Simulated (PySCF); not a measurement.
Compound: H6PSi (charge +1).
SMILES with atom numbers: `[SiH3:1][PH3+:2]` (hydrogens: H3, H4, H5 on Si1; H6, H7, H8 on P2)

Cartesian coordinates in Å at the GFN2-xTB level; atoms count from 1:
```
atom  x, y, z in Å
Si1   -1.314    0.149   -0.026
P2     1.028   -0.113    0.014
H3    -1.668   -0.830   -1.050
H4    -1.414    1.558   -0.395
H5    -1.637   -0.194    1.357
H6     1.532   -1.356    0.331
H7     1.754    0.663    0.892
H8     1.729    0.132   -1.147
```

Method used: PySCF, TDDFT CAM-B3LYP/def2-SVPD, vertical, gas phase, core orbitals frozen in the response.

Ground-to-excited transition dipoles (e·a0, same axes as the geometry; the sign carries no meaning), for the states with f of 0.002 or more among the lowest 8:

| state | E (eV) | μx | μy | μz |
| --- | --- | --- | --- | --- |
| S1 | 8.438 | -0.011 | -0.061 | 0.086 |
| S2 | 8.441 | -0.011 | -0.085 | -0.063 |
| S3 | 9.086 | -0.013 | 0.024 | 0.156 |
| S4 | 9.089 | 0.080 | 0.149 | -0.022 |
| S5 | 9.168 | -1.040 | 0.124 | -0.021 |
| S7 | 9.561 | -0.024 | -0.237 | 0.066 |
| S8 | 9.567 | -0.002 | 0.068 | 0.242 |

Work out the oscillator strengths.

f = (2/3) ΔE |μ|² with ΔE in hartree (27.2114 eV).

| state | \|μ\|² (au) | \|μ\| (D) | f |
| --- | --- | --- | --- |
| S1 | 0.011 | 0.27 | 0.002 |
| S2 | 0.011 | 0.27 | 0.002 |
| S3 | 0.025 | 0.40 | 0.006 |
| S4 | 0.029 | 0.43 | 0.006 |
| S5 | 1.097 | 2.66 | 0.246 |
| S7 | 0.061 | 0.63 | 0.014 |
| S8 | 0.063 | 0.64 | 0.015 |

How is the summed strength of these states shared among x, y and z?

(2/3) Σ ΔE μα² gives 0.244 for x, 0.025 for y and 0.023 for z, 0.292 in all.

What peak molar absorption coefficient would the strongest computed level give as a lone Gaussian band 0.4 eV wide at half height?

ε(max) = 2.175×10⁸ f / FWHM, with the width in cm⁻¹. S5: 2.175×10⁸ × 0.2463 / 3226 ≈ 17000 L mol⁻¹ cm⁻¹.

S1/S2, S3/S4 and S7/S8 coincide within about 0.01 eV; within a degenerate level the directions of the single components are arbitrary.
